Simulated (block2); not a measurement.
# singlet OP+ at DMRG/STO-3G

Aim: a single-point energy of singlet OP+. 

The results are computed with block2 0.5.4.

**1. The molecule**

OP+ has 2 atoms, charge +1, and is taken as a singlet. SMILES of the parent species: `O=[P]`. The shape is that of a PBE0-D4/def2-TZVP optimisation. That shape belongs to the parent species and isn't relaxed for this state.

Bond lengths: O1–P2 1.474 Å.

**2. A single-point energy at DMRG/STO-3G**

integrals.py reads:

```python
import numpy as np
from pyscf import ao2mo, cc, dft, gto, lo, mcscf, mp, scf
from pyscf.tools import fcidump

mol = gto.M(atom="""
O      0.000000     0.000000    -0.009450
P      0.000000     0.000000     1.464540
""", basis="sto-3g", charge=1, verbose=3, max_memory=2000)
print("nao                     : %d" % (mol.nao))
mf = scf.RHF(mol)
mf.conv_tol = 1e-10
mf.max_cycle = 200
mf.kernel()
if not mf.converged:
    mf = mf.newton().run(mf.mo_coeff, mf.mo_occ)
print("reference energy        : %.10f" % (mf.e_tot))
ref = mf
pt = mp.MP2(ref, frozen=6).run()
mycc = cc.CCSD(ref, frozen=6)
mycc.max_cycle = 150
mycc.kernel()
print("E(MP2)                  : %.10f" % (pt.e_tot))
if mycc.converged:
    print(f"E(CCSD)                 : {mycc.e_tot:.10f}")
    print("E(CCSD(T))              : %.10f" % (mycc.e_tot + mycc.ccsd_t()))
    print(f"T1                      : {mycc.get_t1_diagnostic():.4f}")
ks = dft.RKS(mol, xc="blyp").set(conv_tol=1e-9, verbose=3).run()
if ks.converged:
    print("E(BLYP)                 : %.8f" % (ks.e_tot))
ks = dft.RKS(mol, xc="r2scan").set(conv_tol=1e-9, verbose=3).run()
if ks.converged:
    print(f"E(r2SCAN)               : {ks.e_tot:.8f}")
ks = dft.RKS(mol, xc="hse06").set(conv_tol=1e-9, verbose=3).run()
if ks.converged:
    print("E(HSE06)                : %.8f" % (ks.e_tot))
ks = dft.RKS(mol, xc="m06l").set(conv_tol=1e-9, verbose=3).run()
if ks.converged:
    print(f"E(M06-L)                : {ks.e_tot:.8f}")
ks = dft.RKS(mol, xc="wb97x").set(conv_tol=1e-9, verbose=3).run()
if ks.converged:
    print(f"E(wB97X)                : {ks.e_tot:.8f}")
mo = mf.mo_coeff.copy()
for a, b in ((6, 11), (11, 14)):
    if b - a > 1:
        mo[:, a:b] = lo.PM(mol, mo[:, a:b]).kernel()
mf.mo_coeff = mo
cas = mcscf.CASCI(mf, 8, 10)
h1, ecore = cas.get_h1eff()
fcidump.from_integrals("FCIDUMP", h1, cas.get_h2eff(), 8, 10, nuc=ecore, ms=0)
ci = mcscf.CASCI(mf, 8, (5, 5))
ci.fix_spin_(ss=0)
ci.fcisolver.conv_tol = 1e-10
ci.fcisolver.max_cycle = 200
ci.kernel()
print(f"FCI energy              : {ci.e_tot:.10f}")
```

block.conf reads:

```
sym c1
orbitals FCIDUMP
nelec 10
spin 0
irrep 1
occ 2 2 2 2 2 0 0 0
cbias 0.1
schedule
0 50 1E-07 1E-04
4 100 1E-07 1E-05
8 100 1E-08 0.0
end
maxiter 14
sweep_tol 1E-06
gaopt default
mem 2g
num_thrds 1
prefix ./tmp
outputlevel 1
onepdm
```

On the command line:

```bash
$ python integrals.py && block2main block.conf
```

**Question.** What will come out? Wanted: total energy; T1 diagnostic of the CCSD step.

Answer, from the run:

At DMRG/STO-3G, 6 core orbitals frozen:

| quantity | value |
| --- | --- |
| total energy | -410.67563 Eh |
| T1 diagnostic of the CCSD step | 0.035 |

In words: The T1 diagnostic of 0.035 is above the customary mark of 0.02, so a single reference may not serve.
